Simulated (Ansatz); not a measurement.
# What each rung costs, and what it gives

Saddle point of CH$_{6}$FSi, doublet (SiH₃F ([F][SiH3]) + CH₃ → CH₃F ([CH3][F]) + SiH₃; bonds formed: F1–C3; bonds broken: F1–Si2), PBE0-D4/def2-TZVP structure:

| atom | x (Å) | y (Å) | z (Å) |
| --- | --- | --- | --- |
| F1 | -0.5068 | 0.0075 | 0.0055 |
| Si2 | 0.6896 | -0.5093 | 1.5089 |
| C3 | -0.8420 | 0.5173 | -1.5301 |
| H4 | 0.4015 | -0.9808 | 2.8980 |
| H5 | 1.4728 | 0.7488 | 1.5783 |
| H6 | 1.4598 | -1.5560 | 0.7933 |
| H7 | -0.1631 | 1.3498 | -1.6633 |
| H8 | -0.6226 | -0.3585 | -2.1267 |
| H9 | -1.8891 | 0.7813 | -1.4637 |

Barriers are electronic and count from the start structure reached by relaxing down the imaginary mode. Spin–orbit coupling is left out.

Computed with Ansatz 0.2.0 (basis: as named in each row); correlated methods freeze the cores; orbitals are unrestricted. B3LYP uses VWN-RPA correlation. Extrapolation: Hartree–Fock as exp(−7.88 √X), correlation as X^−2.97.

Times are rough, for one single point on 4 threads of a shared host (Intel Xeon).

The estimate by CCSD(T) at an estimated basis limit (MP2 extrapolated from triple and quadruple zeta, plus CCSD(T) − MP2 in triple zeta) is 270.2 kJ/mol.

```json
{"method": "HF", "basis": "STO-3G", "time (s)": "under 1", "barrier (kJ/mol)": "205.8", "method less estimate": "-64.4"}
{"method": "SPW92", "basis": "def2-SVP", "time (s)": "under 1", "barrier (kJ/mol)": "150.4", "method less estimate": "-119.8"}
{"method": "PBE-D4", "basis": "STO-3G", "time (s)": "under 1", "barrier (kJ/mol)": "50.9", "method less estimate": "-219.2"}
{"method": "B3LYP-D4", "basis": "6-31G", "time (s)": "1", "barrier (kJ/mol)": "131.5", "method less estimate": "-138.6"}
{"method": "PBE-D4", "basis": "def2-SVP", "time (s)": "1", "barrier (kJ/mol)": "175.7", "method less estimate": "-94.4"}
{"method": "PBE0-D4", "basis": "def2-SVP", "time (s)": "2", "barrier (kJ/mol)": "216.0", "method less estimate": "-54.1"}
{"method": "SPW92", "basis": "def2-TZVPP", "time (s)": "2", "barrier (kJ/mol)": "167.0", "method less estimate": "-103.2"}
{"method": "BLYP-D4", "basis": "def2-TZVPP", "time (s)": "3", "barrier (kJ/mol)": "201.5", "method less estimate": "-68.7"}
{"method": "PBE-D4", "basis": "def2-TZVPP", "time (s)": "3", "barrier (kJ/mol)": "192.7", "method less estimate": "-77.5"}
{"method": "B3LYP-D4", "basis": "def2-TZVPP", "time (s)": "4", "barrier (kJ/mol)": "233.4", "method less estimate": "-36.7"}
{"method": "PBE0-D4", "basis": "def2-TZVPP", "time (s)": "4", "barrier (kJ/mol)": "234.2", "method less estimate": "-35.9"}
{"method": "BHLYP-D4", "basis": "def2-TZVPP", "time (s)": "4", "barrier (kJ/mol)": "280.4", "method less estimate": "10.2"}
{"method": "CAM-B3LYP-D4", "basis": "def2-TZVPP", "time (s)": "4", "barrier (kJ/mol)": "253.5", "method less estimate": "-16.7"}
{"method": "r2SCAN-D4", "basis": "def2-TZVPP", "time (s)": "5", "barrier (kJ/mol)": "232.5", "method less estimate": "-37.7"}
{"method": "wB97M-V", "basis": "def2-SVP", "time (s)": "6", "barrier (kJ/mol)": "232.7", "method less estimate": "-37.4"}
{"method": "r2SCAN0-D4", "basis": "def2-TZVPP", "time (s)": "6", "barrier (kJ/mol)": "259.9", "method less estimate": "-10.3"}
{"method": "B2PLYP", "basis": "def2-TZVPP", "time (s)": "6", "barrier (kJ/mol)": "252.7", "method less estimate": "-17.5"}
{"method": "PBE-QIDH", "basis": "def2-TZVPP", "time (s)": "6", "barrier (kJ/mol)": "270.9", "method less estimate": "0.7"}
{"method": "CCSD(T)", "basis": "def2-SVP", "time (s)": "8", "barrier (kJ/mol)": "261.8", "method less estimate": "-8.4"}
{"method": "RPA on PBE", "basis": "def2-TZVPP", "time (s)": "8", "barrier (kJ/mol)": "250.4", "method less estimate": "-19.7"}
{"method": "wB97M-V", "basis": "def2-TZVPP", "time (s)": "9", "barrier (kJ/mol)": "252.5", "method less estimate": "-17.7"}
{"method": "B97M-V", "basis": "def2-TZVPP", "time (s)": "10", "barrier (kJ/mol)": "231.5", "method less estimate": "-38.7"}
{"method": "wB97X-V", "basis": "def2-TZVPP", "time (s)": "10", "barrier (kJ/mol)": "260.6", "method less estimate": "-9.6"}
{"method": "MP2", "basis": "def2-QZVPP", "time (s)": "32", "barrier (kJ/mol)": "280.5", "method less estimate": "10.4"}
{"method": "CCSD(T)", "basis": "def2-TZVPP", "time (s)": "110", "barrier (kJ/mol)": "271.4", "method less estimate": "1.2"}
```

All methods are single points on the PBE0-D4 structures.

T1 diagnostic: at most 0.025. ⟨S²⟩ of the unrestricted Hartree–Fock references: 0.75 to 0.78 (a pure state has 0.75).

Radical steps of this kind take place in plasma deposition and etching.

Labels in which every atom is bracketed show which atoms are joined, not bond orders.
